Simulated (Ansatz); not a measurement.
Two isomers of C3H7FO: A = `CC(F)CO`, B = `COCCF`.

Program: Ansatz. Geometries: PBE0-D4/def2-TZVP. ΔE: electronic, gas phase. CBS: MP2 limit from def2 TZ/QZ plus the TZ coupled-cluster correction, frozen cores. DFT in def2-TZVPP. B3LYP here is the variant with VWN-RPA as its local correlation; programs differ in this. One conformer a species, not always the lowest.

Task: Which is lower in electronic energy at CCSD(T)/CBS, and by how much? (Best estimate.)

Result: Computed: A, by 16.7 kcal/mol.

Task: Give E(B) − E(A) in kcal/mol with B2PLYP, PBE-D4, r2SCAN-D4, B3LYP, B3LYP-D4, BLYP-D4, ωB97M-V. (Best estimate.)

Result: Computed: B2PLYP 15.2, PBE-D4 15.3, r2SCAN-D4 16.2, B3LYP 14.4, B3LYP-D4 14.4, BLYP-D4 13.8, ωB97M-V 16.1. None reverses the order clearly.

Task: Does the order hold for the free energy at 298.15 K (harmonic terms from PBE0-D4)? (Estimate.)

Result: Computed: Yes: G(B) − G(A) = +16.3 kcal/mol, for one conformer each.

Largest T1 diagnostic: 0.011.

Leaving LDA and LC-ωPBE aside and taking each functional with its dispersion term where it has one, the values, not all of them listed here, spread over 2.9 kcal/mol, from BLYP-D4 to PBE-QIDH. LDA lies +1.3 kcal/mol from PBE without D4. In def2-TZVPP, CCSD(T) changes the Hartree–Fock value by +1.9 kcal/mol (the triples alone add +0.1 kcal/mol) and MP2 by +2.8 kcal/mol.
